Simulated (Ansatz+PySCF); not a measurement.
triplet LiNH2: levels of theory in one basis

```xyz
4

N     0.0000    0.0000   -0.1963
H     0.0000    0.0000    1.3739
Li   30.0000    0.0000   -0.8788
H    30.0000    0.0000    2.6364
```

Basis set: 6-31G (spherical functions). Frozen core: 1 orbital. Correlation on ROHF uses semicanonical orbitals with singles. Charge 0, multiplicity 3.

Computed with Ansatz (development build ahead of 0.2.0); each method stands on the lowest determinant of its kind that the runs found. NEVPT2 correlates all electrons. Active spaces start from the frontier orbitals, and the lowest solution found is given.

| method | E − E(ROHF) (eV) | <S²> of the determinant |
| --- | --- | --- |
| ROHF | 0.00 | 2.00 |
| UHF | -2.34 | 3.50 |
| ROHF-MP2 | -2.70 | – |
| UHF-MP2 | -3.44 | 3.50 |
| UHF-CCSD | -4.39 | 3.50 |
| ROHF-CCSD(T) | -4.43 | – |
| UHF-CCSD(T) | -4.43 | 3.50 |
| CASSCF(6,6) | -3.22 | – |
| CASSCF(4,4) | -1.67 | – |
| SC-NEVPT2(4,4) | -3.29 | – |

Question: What does SC-NEVPT2(6,6) give on the same scale?

Answer: -4.19 eV. NEVPT2 here correlates all electrons, so it doesn't share the others' frozen core.

Question: Is a single determinant a sound starting point here?

Answer: It is doubtful. Unrestricted orbitals lower Hartree–Fock by 2.34 eV and <S²> is 3.50 where a pure state has 2.00, a sign of strong static correlation. The CASSCF(6,6) natural occupations are 1.80, 1.50, 1.00, 1.00, 0.50, 0.20. The CASSCF(4,4) natural occupations are 1.80, 1.00, 1.00, 0.20.

Caution for ROHF, ROHF-MP2, ROHF-CCSD(T): an unrestricted determinant lies well below. Caution for UHF, UHF-MP2, UHF-CCSD, UHF-CCSD(T): the unrestricted determinant is a mixture of spin states. Caution for ROHF-MP2, UHF-MP2, UHF-CCSD, ROHF-CCSD(T), UHF-CCSD(T): large amplitudes, a single reference is doubtful. Caution for ROHF-MP2, UHF-MP2: forces differ strongly between restricted and unrestricted references. Caution for ROHF-MP2, ROHF-CCSD(T): a plain start can end on a higher determinant. Caution for UHF-CCSD(T): the amplitudes may be one of several solutions. Caution for CASSCF(6,6), CASSCF(4,4), SC-NEVPT2(4,4): other starts end on other solutions of this active space.
